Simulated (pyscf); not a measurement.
7 gas-phase steps of one pattern: 1,1-elimination on the singlet surface, As–Si + H–Si or Ge–H + Ge–N or H–Si + P–Si or H–Sn + N–Sn broken and As–H or H–N or H–P formed. Single points on ωB97X-D3(BJ)/def2-SVP structures (PySCF, gas phase). Electronic energies in kcal/mol, between the relaxed ends of the descent from the saddle (adducts or complexes of the species named), with the reactant end as zero; ΔE‡ and ΔE at ωB97X-D3(BJ)/def2-TZVP. Rows were drawn at random from the steps of this pattern with a verified saddle, stable references and a bound adduct at one end at least.

```csv
row,step,ΔE,ΔE‡
1,H₂N–SnH(F)–F (SMILES [NH2][SnH]([F])[F]) -> F–Sn:–F (SMILES [F][Sn][F]) [singlet] + NH₃ (SMILES N),-33.2,50.3
2,H₂N–SnH(OH)–OH (SMILES [NH2][SnH]([OH])[OH]) → HO–Sn:–OH (SMILES [OH][Sn][OH]) [singlet] + NH₃ (SMILES N),-25.1,51.0
3,H₂N–GeH(F)–F (SMILES [NH2][GeH]([F])[F]) -> F–Ge:–F (SMILES [F][Ge][F]) [singlet] + NH₃ (SMILES N),-5.9,61.9
4,H₂N–GeH(Cl)–Cl (SMILES [NH2][GeH]([Cl])[Cl]) → Cl–Ge:–Cl (SMILES [Cl][Ge][Cl]) [singlet] + NH₃ (SMILES N),-5.7,60.1
5,H₂N–SnH₃ (SMILES [NH2][SnH3]) → SnH₂ (SMILES [SnH2]) [singlet] + NH₃ (SMILES N),-5.0,54.5
6,H₃Si–PH₂ (SMILES [SiH3]P) → PH₃ (SMILES P) + SiH₂ (SMILES [SiH2]) [singlet],+58.1,?
7,H₃Si–As(SiH₃)–SiH₃ (SMILES [SiH3][As]([SiH3])[SiH3]) → H₃Si–AsH–SiH₃ (SMILES [SiH3][AsH][SiH3]) + SiH₂ (SMILES [SiH2]) [singlet],+60.8,63.4
```

**Question.** Fit ΔE‡ = a + b·ΔE to the other rows and predict row 6.

**Answer.** Over the 6 complete rows the means are -2.4 (ΔE) and 56.9 (ΔE‡); least squares gives b = 0.13 and a = 57.2 kcal/mol, with residuals of 3.3 kcal/mol (root mean square; largest 5.5, row 3). For row 6: 57.2 + 0.13 × (+58.1) = 64.8 kcal/mol. The computed barrier is 60.6 kcal/mol, 4.2 under the line. The scatter is large against the spread of the barriers, so the line says little here. Each barrier is that of the saddle found. Elements up to Kr have no core potential and no relativistic terms here. Elements past Kr carry the def2 core potentials, without spin-orbit coupling.
